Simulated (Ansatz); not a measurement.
System: 2H WS2. Method: r²SCAN+rVV10 (plane waves, PAW; Ansatz, an electronic-structure program).

Numerical settings: plane-wave cutoff 500 eV, 12×12×4 k mesh (along the axes of the cell as run), gaussian smearing 0.02 eV, scalar-relativistic PAW data made under PBE.

Computed at the level's own relaxed cell.

Task: What does this level give for the equilibrium volume per atom, lattice parameter a and c axis length?

Result: 
equilibrium volume per atom: 18.12 Å³/atom
lattice parameter a: 3.170 Å
c axis length: 12.491 Å

Measured, for comparison: lattice constant a 3.153 Å, lattice parameter c 12.323 Å (300 K, not corrected to a static lattice; as tabulated in arXiv:1605.07067). Computed (rounded) less measured: lattice constant a +0.5 %, lattice parameter c +1.4 %.

Spin–orbit coupling is not included.

The result took around 2.6 core-minutes (rough).
